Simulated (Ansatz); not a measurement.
Results of r²SCAN in Ansatz (PAW) for cubic perovskite KTaO3.

Numerical settings: plane-wave cutoff 600 eV, 6×6×6 k mesh, scalar-relativistic PAW data made under PBE.

Cell (relaxed at this level):

```cif
data_KO3Ta
_chemical_formula_sum 'K1 Ta1 O3'
_space_group_name_H-M_alt 'Pm-3m'
_space_group_IT_number 221
_space_group_name_Hall '-P 4 2 3'
_cell_length_a 3.99019
_cell_length_b 3.99019
_cell_length_c 3.99019
_cell_angle_alpha 90.000
_cell_angle_beta 90.000
_cell_angle_gamma 90.000
loop_
_atom_site_label
_atom_site_type_symbol
_atom_site_symmetry_multiplicity
_atom_site_Wyckoff_symbol
_atom_site_fract_x
_atom_site_fract_y
_atom_site_fract_z
_atom_site_occupancy
K1 K 1 a 0.00000 0.00000 0.00000 1
Ta1 Ta 1 b 0.50000 0.50000 0.50000 1
O1 O 3 c 0.00000 0.50000 0.50000 1
```

Problem. Give the computed elastic constant C12, Young modulus, Voigt–Reuss–Hill bulk modulus, elastic constant C11 and elastic constant C44.

Solution. 
elastic constant C12: 82.8 GPa
Young modulus: 334 GPa
Voigt–Reuss–Hill bulk modulus: 209 GPa
elastic constant C11: 462 GPa
elastic constant C44: 108 GPa

Measured, for comparison: elastic constant C12 103 GPa, elastic constant C11 431 GPa, elastic constant C44 109 GPa (temperature not stated, not corrected to a static lattice; as tabulated in arXiv:2111.11352). Computed (rounded) less measured: elastic constant C12 -20 %, elastic constant C11 +7 %, elastic constant C44 -0.9 %. A static lattice is as a rule a little smaller and stiffer than an uncorrected measurement, which narrows the difference in the elastic constant C11 and would widen misses of the other sign.

Elastic constants are with the ions relaxed.

Spin–orbit coupling is not included.

The computed numbers hold no vibrational or temperature effects.

It cost very roughly 90 core-seconds of CPU time.

Ansatz is a first-principles code.
